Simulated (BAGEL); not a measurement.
# HS− (hydrosulfide) at B3LYP/6-31G(d) (density fitting with qzvpp-jkfit, spherical functions)

Aim: the energy change on altering one bond length of HS− (hydrosulfide) at B3LYP/6-31G* (density fitting with qzvpp-jkfit, spherical functions), from 2 runs. 

Program for the calculation: BAGEL 1.2.2.

1 further run of the same task is left out (set aside as unsound or not needed). Runs told in other sessions of the task aren't counted.

## Step 1: The structure to begin with

HS− has 2 atoms, charge -1, and is taken as a singlet. As SMILES, `[SH-]`. The shape is that of a PBE0-D4/def2-TZVPD optimisation.

Bond lengths: S1–H2 1.346 Å.

## Step 2: The energy at B3LYP/6-31G(d) (density fitting with qzvpp-jkfit, spherical functions)

job.json

```json
{ "bagel": [

{
  "title": "molecule",
  "basis": "6-31gs.json",
  "df_basis": "qzvpp-jkfit",
  "angstrom": true,
  "geometry": [
    { "atom": "S", "xyz": [       0.574700,      -0.187900,       0.295500 ] },
    { "atom": "H", "xyz": [      -0.574700,       0.187900,      -0.295500 ] }
  ]
},

{ "title": "ks", "xc_func": "b3lyp", "charge": -1 },

{ "title": "print", "file": "orbitals.molden", "orbitals": true }

]}
```

The basis set 6-31G* is read from a file made from the Basis Set Exchange's data (not shown).

Started as:

```sh
$ BAGEL_NUM_THREADS=1 BAGEL job.json > job.out
```

The log of the run:

```text
* using 1 threads per process

  ===============================================================
  ===============================================================

  *** Geometry ***

  { "atom" : "S", "xyz" : [      1.086026,     -0.355080,      0.558414 ] },
  { "atom" : "H", "xyz" : [     -1.086026,      0.355080,     -0.558414 ] },

  Number of auxiliary basis functions:      146

  Since a DF basis is specified, we compute 2- and 3-index integrals:
    o Being stored without compression. Storage requirement is 0.000 GB

  Number of basis functions:       20
  Number of electrons      :       17

    * METHOD: MOLECULE                             0.01

  *** Kohn-Sham DFT ***

    * Removing 1433 points whose weight is below 1.00e-10
    * Grid points: 28379

  === Nuclear Repulsion ===
     6.2905225436

       - DIIS with orbital gradients will be used.

  === KS iteration (b3lyp / 6-31gs.json) ===
      0       -395.58455779          0.08508482           0.02
      1       -397.02899498          0.10841829           0.02
      2       -397.80763796          0.08587256           0.02
      3       -398.79974662          0.00874612           0.02
      4       -398.80253128          0.00407773           0.02
      5       -398.80316986          0.00015446           0.02
      6       -398.80317269          0.00001936           0.02
      7       -398.80317272          0.00000165           0.02
      8       -398.80317272          0.00000025           0.02
      9       -398.80317272          0.00000001           0.02
     10       -398.80317272          0.00000000           0.02
    * SCF iteration converged.

    * Permanent dipole moment:
           (    0.319774,    -0.104555,     0.164414) a.u.

    * METHOD: KS                                   0.22

    * METHOD: PRINT                                0.00

  ===============================================================
```

Wall time 0.38 s (1 thread of Intel Xeon 6975P-C (Granite Rapids), shared host).

## Step 3: The distorted shape, same level

input.json

```json
{ "bagel": [

{
  "title": "molecule",
  "basis": "6-31gs.json",
  "df_basis": "qzvpp-jkfit",
  "angstrom": true,
  "geometry": [
    { "atom": "S", "xyz": [    0.919557,   -0.300652,    0.472819 ] },
    { "atom": "H", "xyz": [   -0.574700,    0.187900,   -0.295500 ] }
  ]
},
{ "title": "ks", "xc_func": "b3lyp", "charge": -1 },
{ "title": "print", "file": "orbitals.molden", "orbitals": true }

]}
```

The basis set 6-31G* is read from a file made from the Basis Set Exchange's data (not shown).

Started as:

```sh
$ BAGEL_NUM_THREADS=1 BAGEL input.json > input.out
```

The log of the run:

```text
* using 1 threads per process

  ===============================================================
  ===============================================================

  *** Geometry ***

  { "atom" : "S", "xyz" : [      1.737711,     -0.568150,      0.893498 ] },
  { "atom" : "H", "xyz" : [     -1.086026,      0.355080,     -0.558414 ] },

  Number of auxiliary basis functions:      146

  Since a DF basis is specified, we compute 2- and 3-index integrals:
    o Being stored without compression. Storage requirement is 0.000 GB

  Number of basis functions:       20
  Number of electrons      :       17

    * METHOD: MOLECULE                             0.01

  *** Kohn-Sham DFT ***

    * Removing 1145 points whose weight is below 1.00e-10
    * Grid points: 28667

  === Nuclear Repulsion ===
     4.8387437828

       - DIIS with orbital gradients will be used.

  === KS iteration (b3lyp / 6-31gs.json) ===
      0       -395.51476901          0.06739798           0.02
      1       -396.74728872          0.10408508           0.02
      2       -397.31584886          0.09439554           0.02
      3       -398.76262321          0.01218075           0.02
      4       -398.76782149          0.00577176           0.02
      5       -398.76896715          0.00099333           0.02
      6       -398.76906745          0.00049154           0.02
      7       -398.76908533          0.00009344           0.02
      8       -398.76908577          0.00000225           0.02
      9       -398.76908577          0.00000009           0.02
     10       -398.76908577          0.00000001           0.02
     11       -398.76908577          0.00000000           0.02
    * SCF iteration converged.

    * Permanent dipole moment:
           (   -0.014379,     0.004705,    -0.007389) a.u.

    * METHOD: KS                                   0.25

    * METHOD: PRINT                                0.00

  ===============================================================
```

Wall time 0.4 s (1 thread of Intel Xeon 6975P-C (Granite Rapids), shared host).

## Step 4: Summary of results

Level: B3LYP/6-31G* (density fitting with qzvpp-jkfit, spherical functions).

```
                                                              quantity          value
                                             first shape: total energy  -398.80317 Eh
                                              first shape: HOMO energy        1.29 eV
                                              first shape: LUMO energy        8.54 eV
    first shape: HOMO–LUMO gap (to an unbound level, set by the basis)        7.25 eV
                                         distorted shape: total energy  -398.76909 Eh
                                          distorted shape: HOMO energy        1.06 eV
                                          distorted shape: LUMO energy        5.66 eV
distorted shape: HOMO–LUMO gap (to an unbound level, set by the basis)        4.60 eV
     energy change with the S1–H2 bond stretched from 1.346 to 1.750 Å       0.928 eV
```

What this shows: With the S1–H2 bond stretched from 1.346 to 1.750 Å the energy rises by 0.93 eV (89.5 kJ/mol). The first shape isn't relaxed at this level, so the change isn't measured from a minimum. The HOMO (first shape) lies at positive energy, 1.29 eV, from the functional's self-interaction, a short basis or an electron that isn't bound; only total energies against the neutral tell. The HOMO (distorted shape) lies at positive energy, 1.06 eV, from the functional's self-interaction, a short basis or an electron that isn't bound; only total energies against the neutral tell.
